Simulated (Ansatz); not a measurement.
## Ansatz (development build ahead of 0.2.0) run

```yaml
crystal:
  periodic: [false, false, false]
  atoms:
    - { symbol: H, position_ang: [0.0, 0.0, -1.55299] }
    - { symbol: C, position_ang: [0.0, 0.0, -0.47667] }
    - { symbol: C, position_ang: [0.0, 0.0, 0.7355] }
basis:
  gaussian: { orbitals: def2-TZVP }
magnetization:
  spin_polarized: true
  initial_magnetization: 1
hamiltonian:
  xc: hf
correlation:
  method: mp2
  frozen_orbitals: { C: 1, H: 0 }
```

The input is written out in the form of the current development build from the run's settings.

Results

```
Converged                       : yes
Reference energy                : -76.17937 hartree
Correlation energy              : -0.23713 hartree
Total energy                    : -76.41650 hartree
Spin squared of the determinant : 1.149
```

Caution: the unrestricted determinant is spin contaminated.
